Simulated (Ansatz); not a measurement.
Results of r²SCAN (Ansatz, an electronic-structure program, PAW) for bcc Ta.

Settings: plane-wave cutoff 600 eV, 20×20×20 k mesh, Fermi–Dirac smearing 0.1 eV, finite displacements, scalar-relativistic PAW data made under PBE.

Computed at the level's own relaxed cell.

Space group Im-3m (No. 229); a = b = c = 3.3049 Å, α = β = γ = 90.00°

```
atom  site  symmetry       x       y       z
----  ----  --------  ------  ------  ------
Ta      2a      m-3m  0.0000  0.0000  0.0000
```
(The calculation used a cell of 1 atom; values per cell refer to that cell.)

Harmonic phonon frequencies (cm⁻¹; i marks an imaginary mode):

| q point | frequencies |
|---|---|
| H | ___ |
| N | 92 138 150 |

### Question
Complete the blanks.

### Answer

- H, frequencies: 168 168 168

No imaginary mode appears at these points.
